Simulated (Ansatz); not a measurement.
What a trial cell of CuPt2 relaxes into

Method: DFT PBE, scalar-relativistic, plane waves, PAW in Ansatz. Cutoff 420 eV, Γ-centred k mesh, Gaussian smearing, no spin polarisation in the final step.

CuPt2 was placed on the fluorite structure type (Fm-3m, No. 225), with Cu in place of Ca, Pt in place of F, at a guessed volume.

```
Cu Pt
1.0
     0.00000    2.76520    2.76520
     2.76520    0.00000    2.76520
     2.76520    2.76520    0.00000
Cu Pt
1 2
Direct
  0.00000 0.00000 0.00000
  0.25000 0.25000 0.25000
  0.75000 0.75000 0.75000
```

Cell and atoms relax at zero pressure; the relaxation can't lower the symmetry of the start. After a coarse first stage the cell is made exact in the group found at 0.06 Å.

Formation energies are uncorrected and refer to the elements' standard structures at the same level.

Problem. What does it relax into?

Solution. It keeps Fm-3m (No. 225). The result has the fluorite structure. Conventional cell: a = 5.799 Å. Around Cu lie 8 Pt at 2.51 Å; Pt has 4 Cu at 2.51 Å and 6 Pt at 2.90 Å.

```xyz
3
Lattice="0.0000 2.8994 2.8994 2.8994 0.0000 2.8994 2.8994 2.8994 0.0000" Properties=species:S:1:pos:R:3 pbc="T T T"
Cu    0.0000    0.0000    0.0000
Pt    1.4497    1.4497    1.4497
Pt    4.3491    4.3491    4.3491
```

Problem. What are its volume, energy, density and gap?

Solution. The volume per atom is 16.25 Å³ and the density is 15.45 g/cm³. The energy over the elements is 0.25 eV/atom. The gap on the 14×14×14 mesh is 0 eV (a metal).

The final run used a 14×14×14 mesh on its 3-atom cell and 0.10 eV smearing. The k mesh leaves about 4 meV/atom of noise in metals. Spin–orbit coupling is left out. A structure relaxed within its symmetry needn't be a true minimum.

Cost: 3 runs of about 0.51 core-minutes in all, on Arm Neoverse V2 (shared hosts).